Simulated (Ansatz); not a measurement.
Species: C$_{4}$H$_{5}$ (charge 0, doublet). It need not be the lowest isomer of its formula. 
Coordinates optimised at B3LYP-D3(BJ)/def2-TZVP (Ansatz, a first-principles code):
```
C
H 1 1.0785
C 1 1.4428 2 137.10
C 3 1.4829 1 62.56 2 118.15
H 4 1.0839 3 116.64 1 -104.37
H 4 1.0904 5 114.71 3 149.18
C 3 1.4829 1 62.56 2 -118.15
H 7 1.0839 3 116.64 1 104.37
H 7 1.0904 8 114.71 3 -149.18
```
Charge 0, spin multiplicity 2.

Wanted: atomisation energy (electronic, to ground-state atoms), in kJ/mol. Cores are frozen in the correlated levels unless marked. Open shells are spin-unrestricted. Spin-orbit coupling is left out. No relativistic terms. The coupled-cluster limit lacks core correlation, which all-electron functionals hold. CBS(X,Y): correlation extrapolated as X^-3; Hartree-Fock from the larger set. The bracket is a focal-point correction in the basis named.

```json
[
 {"level": "revPBE-D3(BJ)/def2-TZVPD", "program": "Ansatz + dftd3", "atomisation energy (kJ/mol)": "3655.1"}
]
```

Task: Estimate the value at RI-MP2/CBS(cc-pVTZ,cc-pVQZ)+[CCSD(T)-MP2]/cc-pVTZ as computed with Ansatz.

Result: 3610.8 kJ/mol
